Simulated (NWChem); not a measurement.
System meant: Li₂; SMILES [Li][Li]

Input file for NWChem:

```
start job
memory heap 200 mb stack 900 mb global 1100 mb
geometry units angstroms noautosym nocenter noautoz
  Li     0.000000     0.000000    -1.363455
  Li     0.000000     0.000000     1.363455
end
basis spherical
  * library def2-svp
end
dft
  xc m06-l
  iterations 150
end
property
  shielding 1 1
end
task dft property
```

End of the output:

```
 Vector    6  Occ=0.000000D+00  E=-1.962492D-02
              MO Center= -1.1D-08,  1.0D-08,  3.8D-06, r^2= 5.4D+00
   Bfn.  Coefficient  Atom+Function         Bfn.  Coefficient  Atom+Function
  ----- ------------  ---------------      ----- ------------  ---------------
     7      0.414892  1 Li px                16      0.414893  2 Li px
     8     -0.404101  1 Li py                17     -0.404102  2 Li py
     4      0.044575  1 Li px                13      0.044575  2 Li px
     5     -0.043416  1 Li py                14     -0.043416  2 Li py

 center of mass
 --------------
 x =   0.00000000 y =   0.00000000 z =   0.00000000

 moments of inertia (a.u.)
 ------------------
          93.153433148127           0.000000000000           0.000000000000
           0.000000000000          93.153433148127           0.000000000000
           0.000000000000           0.000000000000           0.000000000000

     Multipole analysis of the density
     ---------------------------------

     L   x y z        total         alpha         beta         nuclear
     -   - - -        -----         -----         ----         -------
     0   0 0 0     -0.000000     -3.000000     -3.000000      6.000000

     1   1 0 0      0.000001      0.000000      0.000000      0.000000
     1   0 1 0      0.000001      0.000000      0.000000      0.000000
     1   0 0 1      0.001203      0.000601      0.000601      0.000000

     2   2 0 0    -12.594718     -6.297359     -6.297359      0.000000
     2   1 1 0     -0.000000     -0.000000     -0.000000      0.000000
     2   1 0 1      0.000000      0.000000      0.000000      0.000000
     2   0 2 0    -12.594718     -6.297359     -6.297359      0.000000
     2   0 1 1      0.000000      0.000000      0.000000      0.000000
     2   0 0 2     -1.803057    -20.817456    -20.817456     39.831856

          -----------------------------------------
          Chemical Shielding Tensors (GIAO, in ppm)
          -----------------------------------------

 ------------------------------------------------------------------------
  xm06: d2 not coded                    0
 ------------------------------------------------------------------------
 ------------------------------------------------------------------------
  current input line :
    17: task dft property
 ------------------------------------------------------------------------
 ------------------------------------------------------------------------
 This error has not yet been assigned to a category
 ------------------------------------------------------------------------
 For more information see the NWChem manual at https://nwchemgit.github.io

0: xm06: d2 not coded:Received an Error in Communication
```

Question: What is wrong, and how is it mended?

Answer: The run crashed. Cause: this functional's second derivatives, which shieldings need, aren't coded here; the fix takes a hybrid GGA instead. This input runs:
```
start job
memory heap 200 mb stack 900 mb global 1100 mb
geometry units angstroms noautosym nocenter noautoz
  Li     0.000000     0.000000    -1.363455
  Li     0.000000     0.000000     1.363455
end
basis spherical
  * library def2-svp
end
dft
  xc pbe0
  iterations 150
end
property
  shielding 1 1
end
task dft property
```
It converges to -14.94987 Ha (PBE0/def2-SVP, GIAO).
